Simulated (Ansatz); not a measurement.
Diamond-structure Ge, treated with PBE (plane waves, PAW; Ansatz, a quantum-chemistry and plane-wave program).

Settings: plane-wave cutoff 520 eV, 10×10×10 k mesh, Fermi–Dirac smearing 0.01 eV, scalar-relativistic PAW data made under PBE.

The cell has the measured lattice: a = 5.658 Å, b = 5.658 Å, c = 5.658 Å, α = 90.00°, β = 90.00°, γ = 90.00°.

What does this level give for the band gap and width of the whole s-p valence band?


- band gap = 0.03 eV (under three smearing widths, so not firm)
- width of the whole s-p valence band = 12.77 eV

Measured, for comparison: band gap 0.79 eV (measured zero-point renormalisation of 52 meV added back here; inputs from Miglio et al. (2020), arXiv:2011.12765).

Note: cell and atoms aren't relaxed at this level (pressure 3.6 GPa).

Spin–orbit coupling is not included; it can close the smallest gap of 0.03 eV.

The computed numbers hold no vibrational or temperature effects.
